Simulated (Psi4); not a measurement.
Intermolecular potential of C2H2 ··· CH4O (SMILES C#C and CO). Monomers: optimised at B3LYP-D3(BJ) (def2-TZVP), held rigid. Orientation: lowest of the rigid-body minima from ten starts at GFN2-xTB. The monomers approach along the line of their centres of mass (distance R); nothing else relaxes.

Level of theory: Psi4 with SAPT0/jun-cc-pVDZ, frozen core.

Components in kJ/mol:

```csv
R / Å,electrostatics,exchange,induction,dispersion,total
3.38,-66.87,122.69,-28.37,-20.05,7.40
3.61,-39.06,53.89,-12.98,-11.95,-10.09
3.79,-27.00,28.01,-7.25,-8.19,-14.43
4.02,-17.96,12.00,-3.60,-5.22,-14.78
4.22,-13.25,5.71,-2.06,-3.63,-13.22
4.39,-10.55,3.03,-1.33,-2.70,-11.55
4.70,-7.36,0.95,-0.66,-1.64,-8.71
4.98,-5.55,0.33,-0.38,-1.08,-6.69
5.49,-3.54,0.05,-0.17,-0.54,-4.21
6.25,-1.99,0.00,-0.06,-0.23,-2.28
7.22,-1.06,0.00,-0.02,-0.09,-1.18
8.50,-0.53,0.00,-0.01,-0.03,-0.57
```
